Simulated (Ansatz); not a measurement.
Input file:

```yaml
crystal:
  periodic: [false, false, false]
  atoms:
    - {symbol: Ge, position_ang: [-0.482478, 0.000000, 0.000000]}
    - {symbol: H, position_ang: [-0.993928, 1.446599, 0.000001]}
    - {symbol: H, position_ang: [-0.993928, -0.723300, 1.252791]}
    - {symbol: H, position_ang: [-0.993928, -0.723299, -1.252792]}
    - {symbol: H, position_ang: [1.458522, 0.000000, 0.000000]}
    - {symbol: C, position_ang: [2.548522, 0.000000, 0.000000]}
    - {symbol: H, position_ang: [2.962990, 0.000000, 0.996161]}
    - {symbol: H, position_ang: [2.962990, 0.000000, -0.996161]}
basis:
  gaussian: {orbitals: cc-pVDZ}
magnetization: {spin_polarized: false, initial_magnetization: 2}
correlation: {method: ccsd_t, electrons: outside_noble_gas}
output: {forces: true}
```

```sh
$ ansatz run in.yaml --threads 1 --pin off --events-out ev --progress --plain --max-ram 2816MiB --backend cpu
```

Log:

```
714 factors; integrals over basis functions are off by at most 1.4e-3 eV
mean field evaluation 1: about -57593.2761 eV, gradient 1.5e1 eV
mean field evaluation 2: about -57593.3067 eV, gradient 1.5e1 eV
mean field evaluation 4: about -57594.3631 eV, gradient 1.8e0 eV
mean field evaluation 8: about -57594.3783 eV, gradient 8.5e-4 eV
mean field evaluation 16: about -57594.3772 eV, gradient 3.4e-1 eV
mean field -57594.37826683 eV, -2116.5543624341 hartree, gradient 2.8e-6 eV, S^2 2.000000; 0 other end points of the search recorded, 0 dependent functions left out
mean field evaluation 32: about -57585.1725 eV, gradient 7.2e0 eV
15 core orbitals not correlated: weight in the atoms' cores, before any rotation towards them, 0.999 or more for the frozen orbitals, at most 0.000 for the correlated occupied ones
reference -57594.37826683 eV, -2116.5543624341 hartree; 8, 6 occupied and 48, 50 virtual orbitals, 714 factors
second order -6.24500968 eV of doubles, -0.11567361 eV of singles
cycle   1  -7.31764709 eV  change   -9.5e-1 eV  update   6.6e-2
cycle   2  -7.63483019 eV  change   -3.2e-1 eV  update   2.3e-2
cycle   3  -7.65122104 eV  change   -1.6e-2 eV  update   6.6e-3
cycle   4  -7.65039743 eV  change    8.2e-4 eV  update   2.3e-3
cycle   5  -7.65016411 eV  change    2.3e-4 eV  update   8.8e-4
cycle   6  -7.65014447 eV  change    2.0e-5 eV  update   2.9e-4
cycle   7  -7.65025370 eV  change   -1.1e-4 eV  update   1.1e-4
cycle   8  -7.65029246 eV  change   -3.9e-5 eV  update   3.3e-5
cycle   9  -7.65028730 eV  change    5.2e-6 eV  update   1.1e-5
cycle  10  -7.65028780 eV  change   -5.0e-7 eV  update   4.5e-6
cycle  11  -7.65028718 eV  change    6.2e-7 eV  update   1.8e-6
perturbative correction -0.15389183 eV, -0.0056554205 hartree
the calculation of the forces begins
Total energy: -57602.18244583 eV, -2116.8411607228 hartree
Atom 0 at    -0.482478     0.000000     0.000000 Å, force    -1.370047     0.013564     0.000000 eV/Å
Atom 1 at    -0.993928     1.446599     0.000001 Å, force    -0.085535     0.268618    -0.000000 eV/Å
Atom 2 at    -0.993928    -0.723300     1.252791 Å, force    -0.077965    -0.138424     0.234706 eV/Å
Atom 3 at    -0.993928    -0.723299    -1.252792 Å, force    -0.077965    -0.138424    -0.234706 eV/Å
Atom 4 at     1.458522     0.000000     0.000000 Å, force    -0.262098    -0.000441    -0.000000 eV/Å
Atom 5 at     2.548522     0.000000     0.000000 Å, force    -0.118876    -0.006171     0.000000 eV/Å
Atom 6 at     2.962990     0.000000     0.996161 Å, force     0.996244     0.000639     0.236763 eV/Å
Atom 7 at     2.962990     0.000000    -0.996161 Å, force     0.996244     0.000639    -0.236763 eV/Å
Dipole moment:     0.182795    -0.000626     0.000000 e Å
```

Forces (eV/Å):
```
Ge  -1.370  0.014  0.000
H   -0.086  0.269  0.000
H   -0.078 -0.138  0.235
H   -0.078 -0.138 -0.235
H   -0.262  0.000  0.000
C   -0.119 -0.006  0.000
H    0.996  0.001  0.237
H    0.996  0.001 -0.237
```

Ran on 1 thread of AMD EPYC 7R13, shared host: 13 s wall, 0.33 GiB peak host memory.
